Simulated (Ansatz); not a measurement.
# SiH₃Cl (singlet): wave-function methods side by side at distance Cl1–H2 along a hydrogen transfer = 1.189 Å, cc-pVDZ

An exercise on one series of results from a longer session: the logs are not shown, and one member is left open.

Program: Ansatz 0.2.0, Gaussian basis. Level of theory: cc-pVDZ, core rule «outside noble gas», up to 10 orbitals frozen. These are calculated values, not measurements.

The runs, in order: UHF; CCSD(T) on RHF; CCSD(T) on UHF; BCCD(T) on RHF; CISD; CCSDT(Q) on RHF; CCSDT(Q) on UHF; CASSCF and MRCISD+Q, 2 electrons in 2 orbitals; CASSCF and NEVPT2, 2 electrons in 2 orbitals; CASSCF and NEVPT2, 14 electrons in 11 orbitals.

7 further runs of the same task are left out: 2 for a mislabelled method, 5 that didn't finish.

### The system

The geometry derives from fragments relaxed apart (PBE0/def2-TZVP) and kept rigid, so it is no stationary point. A hydrogen atom is moved between rigid fragments.

5 atoms, charge 0, spin multiplicity 1.

Atoms are counted from 1 here; the program's logs count them from 0.

Bond lengths: Cl1–H2 1.189 Å, Si3–H4 1.526 Å, Si3–H5 1.526 Å. Angles: H4–Si3–H5 91.2°.

The first run:

Input file in.yaml:

```yaml
crystal:
  periodic: [false, false, false]
  atoms:
    - {symbol: Cl, position_ang: [-1.447046, 0.026478, 0.000000]}
    - {symbol: H, position_ang: [-0.258046, 0.026478, 0.000000]}
    - {symbol: Si, position_ang: [1.671954, 0.026478, 0.000000]}
    - {symbol: H, position_ang: [2.284135, -0.847806, 1.090012]}
    - {symbol: H, position_ang: [2.284134, -0.847806, -1.090012]}
basis:
  gaussian: {orbitals: cc-pVDZ}
magnetization: {spin_polarized: true, initial_magnetization: 0}
hamiltonian: {xc: hf}
output: {orbitals: {seedname: orbitals}}
```

Started as:

```sh
> ansatz run in.yaml --threads 1 --pin off --events-out ev --progress --plain --max-ram 2393MiB
```

Among the steps run: UHF; CCSD(T) on RHF; CCSD(T) on UHF; BCCD(T) on RHF; CISD; CCSDT(Q) on RHF; CCSDT(Q) on UHF; CASSCF and MRCISD+Q, 2 electrons in 2 orbitals; CASSCF and NEVPT2, 2 electrons in 2 orbitals; CASSCF and NEVPT2, 14 electrons in 11 orbitals.

One of the session's tables, all rows but one given; the rest of the session is left out.

It belongs to the step «Misses and costs». 

```
        method  from RCCSDT(Q) (meV)
           RHF               +7964.5
           UHF               +7878.0
          RMP2               +1332.4
          CISD                +944.4
         RCCSD                     ?
      RCCSD(T)                 +36.8
       BCCD(T)                 +36.3
        RCCSDT                 +11.7
     RCCSDT(Q)                     0
   CASSCF pair               +7436.9
   NEVPT2 pair               +1281.9
   MRCISD pair                +789.6
 MRCISD+Q pair                 +66.7
CASSCF valence               +6158.5
NEVPT2 valence               +1493.6
```

Q: Estimate the row for RCCSD from the others.

The run gave: from RCCSDT(Q) (meV): +197.2. In the column «from RCCSDT(Q) (meV)» it lies between MRCISD+Q pair (+66.7) and MRCISD pair (+789.6).

Not comparable, so not listed: CCSD(T) on UHF; CCSDT(Q) on UHF (they don't share determinant, frozen orbitals or solution with the rows shown, or repeat one).

Limits of these values: Warnings: restricted reference is unstable; spin contamination.
